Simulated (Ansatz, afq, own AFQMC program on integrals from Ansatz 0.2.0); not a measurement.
Integrals from Ansatz 0.2.0, then the random walk in our own AFQMC program (afq).

```yaml
crystal:
  periodic: [false, false, false]
  atoms:
    - {symbol: B, position_ang: [0.000000, -0.004188, 0.074295]}
    - {symbol: H, position_ang: [0.000000, 0.771086, -1.064930]}
    - {symbol: H, position_ang: [0.000000, -0.004188, 1.248509]}
    - {symbol: H, position_ang: [0.000000, -0.721972, -0.980451]}
basis:
  gaussian: {orbitals: cc-pVDZ}
total_charge: 1
magnetization: {spin_polarized: true, initial_magnetization: 1}
correlation: {method: ccsd_t, electrons: outside_noble_gas, hamiltonian_folder: ham}
```

```sh
$ ansatz run in.yaml --threads 1 --pin off --events-out ev --progress --plain --max-ram 1382MiB
```

Options of the walk:

```
--method phaseless --trial cisd --walkers 80 --populations 1 --least-time 40 --time-step 0.005 --steps-per-block 50 --equilibration-blocks 28 --max-blocks 300 --target-error 0.00027 --factor-cut 1e-05 --start spin_pure --seed 5865 --release-times 0.24,0.5,1,1.5 --release-step 0.02 --release-every 4 --taylor-order 6
```

Times are imaginary, in 1/Eh. The walk had a cap of 532 s.

afq prints:

```
orbitals 28  electrons 3 2  factors 210 of 261
reference energy -25.97741330 Eh
CCSD correlation -0.08983270 Eh in 10 cycles, weight of the determinant in the CISD state 0.9493
energy of the start -26.067170 Eh
 block  time / (1/Eh)  mean weight  energy / Eh
     1     0.250  0.9978  -26.066962
     2     0.500  1.0000  -26.067003
     3     0.750  0.9999  -26.067675
     4     1.000  0.9995  -26.067727
     5     1.250  1.0003  -26.068182
    10     2.500  0.9997  -26.068640
    29     7.250  1.0013  -26.068775
    49    12.250  1.0000  -26.068484
    69    17.250  1.0003  -26.068484
    89    22.250  0.9994  -26.068598
   109    27.250  0.9984  -26.068266
   113    28.250  0.9981  -26.067820
   129    32.250  1.0008  -26.069145
   133    33.250  0.9981  -26.070768
   149    37.250  1.0020  -26.069625
   169    42.250  1.0002  -26.068522
   185    46.250  0.9997  -26.068795
blocks merged  error / Eh  count
     1  0.000049  160
     2  0.000057  80
     4  0.000070  40
     8  0.000086  20
    16  0.000115  10
released: time / (1/Eh)  energy / Eh  error  mean overlap
  0.24  -26.069003  0.000093  1.0007
  0.50  -26.068964  0.000100  1.0054
  1.00  -26.068941  0.000083  1.0014
  1.50  -26.069074  0.000070  0.9916
energy -26.068945 +/- 0.000086 Eh
(rows thinned)
```

The run passed its tests (sampling time, drift between the halves within three errors, error under three times the target), which doesn't prove that it has relaxed.

Against this walk (error 2.3 meV) on the same determinant: CCSD(T) 10.6 meV higher, CCSDT(Q) 1.6 meV lower (within the noise), full CI 1.7 meV lower (within the noise). The error is statistical and leaves out the bias of the constraint. Released to 1.50 1/Eh the energy moves by -4 ± 3 meV (both errors), within twice the noise.

Cautions: constraint bias not in the error.

The walk took 3.5 min on 1 thread of Arm Neoverse N1, on a shared host. The log's last line is the phaseless energy.

CCSDT and higher add their correlation energy to the determinant of the CCSD(T) run, since their own runs factorise the integrals more tightly (a shift of under 2 meV). A walk keeps the symmetry of its determinant, which the program's search chose and which needn't be the lowest solution, so a lower state of the same spin and another symmetry isn't excluded.
